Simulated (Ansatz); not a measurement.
# AlBH₂+ (doublet): the correlation ladder, cc-pVTZ

The task here is to estimate one member of a computed series from the others.

The runs use Ansatz 0.2.0, Gaussian basis; cc-pVTZ, core rule «outside noble gas», up to 6 orbitals frozen.

To be run: UHF; CCSD(T) on ROHF; CCSD(T) on UHF; BCCD(T) on ROHF; CCSDT(Q) on ROHF; CCSDT(Q) on UHF.

10 further runs of the same task are left out: 4 for a known fault of the program, 6 set aside as unsound or not needed.

## What is computed

The geometry is a PBE0/def2-TZVP stationary point (not a proven minimum) of the parent state, kept for this charge and spin.

4 atoms, charge 1, spin multiplicity 2.

Atoms are counted from 1 here; the program's logs count them from 0.

Bond lengths: B1–Al2 2.058 Å, B1–H3 1.195 Å, B1–H4 1.195 Å. Angles: Al2–B1–H3 115.6°, Al2–B1–H4 115.6°, H3–B1–H4 128.7°.

The first run:

in.yaml reads:

```yaml
crystal:
  periodic: [false, false, false]
  atoms:
    - {symbol: B, position_ang: [0.000000, 0.000000, 1.368886]}
    - {symbol: Al, position_ang: [0.000000, 0.000000, -0.689391]}
    - {symbol: H, position_ang: [0.000000, 1.077612, 1.885924]}
    - {symbol: H, position_ang: [0.000000, -1.077612, 1.885924]}
basis:
  gaussian: {orbitals: cc-pVTZ}
total_charge: 1
magnetization: {spin_polarized: true, initial_magnetization: 1}
hamiltonian: {xc: hf}
output: {orbitals: {seedname: orbitals}}
```

On the command line:

```sh
> ansatz run in.yaml --threads 1 --pin off --events-out ev --progress --plain --max-ram 2816MiB --backend cpu
```

Steps of the session up to this table: UHF; CCSD(T) on ROHF; CCSD(T) on UHF; BCCD(T) on ROHF; CCSDT(Q) on ROHF; CCSDT(Q) on UHF.

One of the session's tables, all rows but one given; the rest of the session is left out.

```
   method  from UCCSDT(Q) (kcal/mol)
     ROHF                     +99.97
      UHF                          ?
     RMP2                     +20.70
     UMP2                     +20.60
    RCCSD                      +3.47
    UCCSD                      +3.23
 RCCSD(T)                      +0.63
 UCCSD(T)                      +0.61
  BCCD(T)                      +0.63
   RCCSDT                      +0.14
   UCCSDT                      +0.10
RCCSDT(Q)                      +0.03
UCCSDT(Q)                          0
```

**Question.** Estimate the row for UHF.

**Answer.** from UCCSDT(Q) (kcal/mol): +96.89. In the column «from UCCSDT(Q) (kcal/mol)» it lies between RMP2 (+20.70) and ROHF (+99.97).

Caveats from the session: Restricted and unrestricted rows rest on different reference determinants; where their highest levels disagree by more than a few hundredths of an eV, they describe different states and don't form one ladder.
